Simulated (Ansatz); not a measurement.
# MgF radical: geometry and frequencies at several levels

One table from this session's results is given with a row withheld; the runs are named, their logs left out.

Computed with Ansatz 0.2.0 (the levels named in each step, unless a step's input says otherwise).

## The system as given

Bond lengths: F1–Mg2 1.731 Å.

Coordinates:

```xyz
2

F     0.0000    0.0000    0.0000
Mg    0.0000    0.0000    1.7312
```

Set-up of the first run:

Contents of input.yaml:

```yaml
crystal:
  periodic: [false, false, false]
  atoms:
    - { symbol: F, position_ang: [0.0, 0.0, -0.01629969] }
    - { symbol: Mg, position_ang: [0.0, 0.0, 1.74752969] }
magnetization:
  spin_polarized: true
  initial_magnetization: 1
basis:
  gaussian: { orbitals: def2-TZVPP }
hamiltonian:
  xc: pbe0
  dispersion: d4
phonons: {}
```

Started as:

```console
> ansatz run input.yaml --threads 1 --pin off --max-ram 2560MiB --backend cpu --events-out ev --progress --plain --runs-dir out
```

Steps of the session up to this table: Frequencies, PBE0-D4/def2-TZVPP; Relaxation, PBE-D4/def2-TZVPP; Frequencies, PBE-D4/def2-TZVPP; Relaxation, r2SCAN-D4/def2-TZVPP; Frequencies, r2SCAN-D4/def2-TZVPP; Relaxation, B3LYP-D4/def2-TZVPP; Frequencies, B3LYP-D4/def2-TZVPP; Relaxation, B2PLYP/def2-TZVPP; Frequencies, B2PLYP/def2-TZVPP.

One table of the session follows, with a row left open; its other results are not shown here.

It belongs to the step «Geometries side by side». 

| level | F1–Mg2 (Å) | rotational constants (MHz) | dipole (D) | highest frequency (cm⁻¹) |
| --- | --- | --- | --- | --- |
| PBE0-D4/def2-TZVPP | 1.7638 | 15323 | 3.23 | 698 |
| PBE-D4/def2-TZVPP | 1.7836 | 14985 | 3.19 | 668 |
| r2SCAN-D4/def2-TZVPP | ? | ? | ? | ? |
| B3LYP-D4/def2-TZVPP | 1.7701 | 15214 | 3.35 | 690 |
| B2PLYP/def2-TZVPP | 1.7678 | 15255 | 3.28 | 695 |

Q: Estimate the row for r2SCAN-D4/def2-TZVPP from the others.

**Answer.** F1–Mg2 (Å): 1.7658; rotational constants (MHz): 15289; dipole (D): 3.21; highest frequency (cm⁻¹): 700. In the column «F1–Mg2 (Å)» it lies between PBE0-D4/def2-TZVPP (1.7638) and B2PLYP/def2-TZVPP (1.7678).
